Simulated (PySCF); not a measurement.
B(F)3 anion (BF₃), SMILES FB(F)F (connectivity only; charge and spin as stated), charge -1, multiplicity 2.

Geometry: ωB97X-D3(BJ)/def2-SVPD. The multiplicity is an assumed one; other spin states were not compared. The isomer is the one that the SMILES or the coordinates give; other isomers of the formula were not compared.

Two levels are set side by side: PBE/def2-TZVPD (PySCF) and ωB97X/def2-TZVPD (PySCF). Same geometry, gas phase. Differences are taken from unrounded values.

```csv
quantity,ωB97X
α-spin orbital gap (eV),6.63
β-spin orbital gap (eV),13.69
mean polarisability (bohr³),44.2
```

Problem. What does PBE give, and how far is it from ωB97X? (The exact figures need the calculation; the answer reports its results.)

Solution. 
```json
[
 {"quantity": "α-spin orbital gap (eV)", "PBE": "2.00", "PBE minus ωB97X": "-4.63"},
 {"quantity": "β-spin orbital gap (eV)", "PBE": "6.42", "PBE minus ωB97X": "-7.27"},
 {"quantity": "mean polarisability (bohr³)", "PBE": "67.4", "PBE minus ωB97X": "23.2"}
]
```

PBE's more diffuse valence density responds more strongly to a field. Differences between two approximate levels are no errors against the true value.

Rough cost on one machine, each run with all the roots and properties that it gave: ωB97X against PBE within a factor of 2.
